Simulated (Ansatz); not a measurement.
Geometry optimisation, RKS B3LYP-D4/cc-pVDZ in Ansatz.

input.yaml

```yaml
crystal:
  periodic: [false, false, false]
  atoms:
    - { symbol: C, position_ang: [-0.6356, 0.2892, -0.5463] }
    - { symbol: C, position_ang: [0.6467, -0.2555, -0.1385] }
    - { symbol: S, position_ang: [0.4643, -1.1261, 1.4301] }
    - { symbol: H, position_ang: [-1.3684, -0.4345, -0.6927] }
    - { symbol: H, position_ang: [-0.5746, 0.8482, -1.5328] }
    - { symbol: H, position_ang: [-1.0534, 1.0759, 0.1729] }
    - { symbol: H, position_ang: [1.035, -0.9546, -0.8907] }
    - { symbol: H, position_ang: [1.4349, 0.5578, -0.0376] }
    - { symbol: H, position_ang: [0.1395, -0.0467, 2.2183] }
basis:
  gaussian: { orbitals: cc-pVDZ }
hamiltonian:
  xc: b3lyp
  dispersion: d4
relax:
  f_tol: 0.02
  max_steps: 40
scf:
  lower_state_search: "off"
```

Run as:

```bash
$ ansatz run input.yaml --threads 2 --pin off --max-ram 3072MiB --backend cpu --events-out ev --progress --plain --runs-dir out
```

Problem. Where does it end, and by what steps?

Solution. It converged. After 4 steps the energy has fallen by 0.296 eV; S3 moved furthest, 0.10 Å.

```tsv
step	energy less start (eV)	largest force component (eV/Å)	accepted
0	0.0000	4.145	yes
1	-0.2599	1.278	yes
2	-0.2941	0.211	yes
3	-0.2961	0.058	yes
4	-0.2963	0.005	yes
```

```xyz
9
Properties=species:S:1:pos:R:3
C -0.678 0.350 -0.593
C 0.652 -0.227 -0.122
S 0.550 -1.157 1.468
H -1.438 -0.439 -0.696
H -0.557 0.850 -1.570
H -1.062 1.098 0.121
H 1.036 -0.971 -0.837
H 1.421 0.555 -0.025
H 0.164 -0.105 2.238
```

Whether the end is a true minimum wasn't checked by a vibrational analysis.

Run time: 9.8 s on 2 threads of Arm Neoverse N1 (shared host), peak memory 0.13 GiB.
